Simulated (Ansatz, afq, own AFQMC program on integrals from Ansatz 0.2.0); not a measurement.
# Si₂H₂, singlet → Si2H2⁺, doublet

```xyz
4

Si    0.0000    0.0641    1.0054
Si    0.0000   -0.0046   -1.0948
H     0.0000   -0.3818    2.4302
H     0.0000   -1.2748    0.0623
```

Connectivity, by distances: SiH–Si, 1 bridging H.

E(doublet, charge +1) − E(singlet, charge +0) at this geometry, on RHF and UHF determinants.

Basis cc-pVDZ. Noble-gas cores (and the filled d shells of Ga–Kr and In–Xe) are frozen. AFQMC by an in-house program on the Cholesky factors that Ansatz 0.2.0 writes for its CCSD(T) run. ph-AFQMC/CISD is guided by a CISD state made of CCSD amplitudes; releasing the constraint for a short imaginary time cuts its bias at the price of noise, slowly where states lie close. ± is one standard error of the sampling. The errors of all members are added in quadrature.

No full CI on the walks' own integrals is used here; CCSDT(Q) serves as the reference and is uncertain by about the last step of the cluster series. Each member takes its own surest rung, up to full CI.

The best estimate is CCSD(T) at the basis-set limit (CBS: def2-TZVPP and def2-QZVPP, with their diffuse functions for anions and beside diffuse sets, MP2 extrapolated, CCSD(T) minus MP2 from TZVPP) plus the step from CCSD(T) to CCSDT(Q) in cc-pVDZ. Rows without CBS are in cc-pVDZ; B2PLYP and the wave-function rows carry a basis error of their own. Core correlation and relativity beyond core potentials are missing, and ± holds the sampling alone.

Cautions: Si₂H₂ (singlet): higher spins were not checked, restricted determinant unstable towards unrestricted (UHF 56 meV lower, ⟨S²⟩ 0.34), its ph-AFQMC/CISD value lies 38 ± 16 meV above CCSDT(Q); Si₂H₂⁺ (doublet): its ph-AFQMC/CISD value lies 32 ± 10 meV above CCSDT(Q).

Task: Estimate: order these levels by their error in the vertical ionization energy against the best estimate, smallest first.
A. CCSD
B. MP2
C. HF
D. HF/CBS

Result: B (0.275 eV), A (0.381 eV), C (1.345 eV), D (1.426 eV).

Best estimate: 8.325 eV.

Best estimates are given only where the step beyond CCSD(T) is under 0.3 eV and no member's determinant is very poor (T1 over 0.05, or 0.07 for open shells, ⟨S²⟩ too high by 0.3, two states mixed), so the hardest cases are missing from such tables.

Each member of a difference takes its own highest rung, so a best estimate needn't equal the limit plus the step of one row. A walk keeps the symmetry of its determinant, which the program's search chose and which needn't be the lowest solution, so a lower state of the same spin and another symmetry isn't excluded.
